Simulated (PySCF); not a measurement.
Species: C3H4FN.
Atom-mapped SMILES: `[F:1][CH2:2][C:3]1=[N:4][CH2:5]1`

NICS = −σ at a ghost point: NICS(0) at the centroid of the ring atoms, NICS(1) 1 Å to either side along the normal of their mean plane, zz for the tensor component along that normal. Level: GIAO PBE0/pcSseg-1 (PySCF, non-relativistic, gas phase) on the GFN2-xTB geometry, one conformer.

Ring bond lengths (Å), with Mayer bond orders in brackets: C3–N4 1.255 (1.83), N4–C5 1.499 (0.94), C5–C3 1.454 (0.98).

Task: What do the NICS probes read (ppm)?

Result: 
```json
{"ring": "C3–N4–C5", "type": "3-membered ring with N; formal bonds 1 double, 2 single", "NICS(0)": "-31.5", "NICS(1), two faces": "-8.6 / -8.6", "NICS(1)zz, two faces": "-18.8 / -18.8", "rms pucker (Å)": "0.00", "centre to ring atoms, mean (Å)": "0.81"}
```

Task: What do they say, and how far can they be read as aromaticity?

Result: 
- C3–N4–C5: mean NICS(1)zz -18.8 ppm, shielded. C5 has four or more neighbours, so the value isn't read as a sign of a π ring current. NICS(0) lies 23 ppm below the mean NICS(1).

Task: What field does 9.4 T along the ring normal induce along that normal at the first NICS(1) probe listed for ring C3–N4–C5, 1 Å off the ring?

Result: NICSzz × B0 = -18.8 ppm × 9.4 T = -177 μT, against the applied field.

Task: What are the shieldings of the ring atoms and their hydrogens in the same run (means over atoms taken as equivalent)?

Result: 
```csv
atoms,environment,σ isotropic (ppm),"principal values of the symmetric part, first atom (ppm)"
C3,C=N carbon,6.6,"-162.4, 41.6, 140.7"
N4,C=N nitrogen,-49.7,"-352.0, -93.3, 296.2"
C5,sp3 carbon bound to nitrogen,166.0,"107.7, 151.0, 239.2"
H on C5 (×2),methylene hydrogen,30.27,"25.5, 27.0, 38.3"
```

The values belong to the conformer `[F:1][CH2:2][C:3]1=[N:4][CH2:5]1`: F1–C2–C3–N4 180°.
